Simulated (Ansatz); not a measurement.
**How the polycrystal shear modulus of bcc W moves with the method**

No measured value is used here.

```csv
level (code),value (GPa),cell (Å³/atom)
LDA (Ansatz),159,15.41
BLYP (Ansatz),[?],16.69
PBE (Ansatz),[?],16.13
revPBE (Ansatz),144,16.28
RPBE (Ansatz),143,16.33
PBE-D3(BJ) (Ansatz),159,15.77
r²SCAN (Ansatz),158,15.91
r²SCAN+rVV10 (Ansatz),[?],15.80
HSE06 (Ansatz),181,15.82
```

Q: Complete the blanks.

A: 
- BLYP (Ansatz, an electronic-structure program), value (GPa): 127
- PBE (Ansatz), value (GPa): 147
- r²SCAN+rVV10 (Ansatz), value (GPa): 162

Density-functional levels without +SOC have no spin–orbit coupling. LDA, BLYP, PBE, revPBE, RPBE, PBE-D3(BJ), r²SCAN, r²SCAN+rVV10, HSE06: shear constants of such metals converge slowly with the k mesh. PBE-D3(BJ): the dispersion coefficients are held fixed in the derivatives. HSE06: hybrids on metals are sensitive to the k mesh. HSE06: the run warned that the count of filled bands differs between k points. Each level is taken at its own relaxed cell. Cutoffs and k meshes differ between the levels. Ansatz's density-functional and Hartree–Fock values are scalar-relativistic unless marked +SOC, with PAW data made under PBE.
